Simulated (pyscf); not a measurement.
PySCF, gas phase, ωB97X-D3(BJ)/def2-SVP geometries.

**Question.** For the elementary gas-phase step [HN=Si–F]• (SMILES N=[Si]F) + H₂ (SMILES [H][H]) → [HN=SiH]• (SMILES N=[SiH]) + HF (SMILES F) (doublet surface; F–Si, H–H broken, H–Si, F–H formed), what barrier and reaction energy does ωB97M-D3(BJ)/def2-TZVP give, measured from the separated reactants?

**Answer.** ΔE‡ = 43.8 kcal/mol, ΔE = +28.4 kcal/mol. Zero-point energy shifts the barrier by +2.3 kcal/mol. It is a four-centre exchange, with an imaginary mode of 1318i cm⁻¹. On the product side the descent ends in a complex, 7.9 kcal/mol under the separated species and 23.4 kcal/mol under the saddle at ωB97X-D3(BJ)/def2-TZVP. The same reactants have a lower exit, to H₂N–Si:–F [singlet] + H• (barrier +10.4 kcal/mol at ωB97M-D3(BJ)/def2-TZVP, against +43.8 kcal/mol here). This is the saddle that the search found; another between the same sides may lie lower.
